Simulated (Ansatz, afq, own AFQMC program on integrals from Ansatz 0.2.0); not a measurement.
# SiNH3, singlet: AFQMC among the cluster methods

```yaml
atoms:
  - { symbol: Si, position_ang: [0.0000, -0.0298, 0.5045] }
  - { symbol: N, position_ang: [0.0000, 0.1142, -1.0818] }
  - { symbol: H, position_ang: [0.0000, -1.2620, 1.3427] }
  - { symbol: H, position_ang: [0.0000, 1.2045, 1.3150] }
  - { symbol: H, position_ang: [0.0000, -0.7003, -1.6823] }
```

Connectivity, by distances: SiH2–NH.

Basis cc-pVTZ. Only valence electrons are correlated. Ansatz 0.2.0 and our own AFQMC program on the same integrals; the CISD trial comes from CCSD amplitudes, and released means the phaseless constraint is let go. Free projection: walkers drawn from exp(T), propagated without any constraint. Its projection time is finite, and what remains of the start isn't in its error. Uncertainties: one standard error, sampling alone.

Determinant: RHF, the one that the program's search chose, which needn't be the lowest solution. The geometry is a PBE0/def2-TZVP stationary point of this or a neighbouring charge and spin state.

No full CI on the walks' own integrals is used here; CCSDT(Q) serves as the reference and is uncertain by about the last step of the cluster series.

- T1 diagnostic: 0.0188
- weight of the determinant in the CISD state: 0.862
- size of the correlated space: 12 electrons in 100 orbitals

```json
{"level": "MP2", "correlation energy (eV)": "-9.1508"}
{"level": "CCSD", "correlation energy (eV)": "-9.6565"}
{"level": "CCSD(T)", "correlation energy (eV)": "-10.0979"}
```

Problem. Estimate where free-projection AFQMC lies against CCSD(T) on the same integrals.

Solution. 4.1 ± 1.1 kJ/mol below CCSD(T).

Reference: CCSDT(Q), correlation energy -10.147 eV. The released energy is read at 1.50 1/Eh (meV from the phaseless value at times in 1/Eh: 2 ± 6 at 0.24, -2 ± 5 at 0.50, -9 ± 4 at 1.00, -3 ± 8 at 1.50).

| level | E − E(reference) (kJ/mol) | share of correlation (%) |
| --- | --- | --- |
| CCSD(T) | 4.8 | 99.51 |
| CCSDT | 3.3 | 99.66 |
| ph-AFQMC/HF | -4.7 ± 2.7 | 100.48 |
| ph-AFQMC/CISD | 0.4 ± 0.8 | 99.95 |
| released AFQMC | 0.1 ± 0.7 | 99.99 |
| free AFQMC | 0.7 ± 1.1 | 99.93 |

Free projections are given only where their last times agree within the noise and don't stop above the reference; a slow remainder of the start can still hide under it. A walk keeps the symmetry of its determinant, which the program's search chose and which needn't be the lowest solution, so a lower state of the same spin and another symmetry isn't excluded. Released energies are given only where the last usable release times agree within the noise; a slower fall can still hide under it.
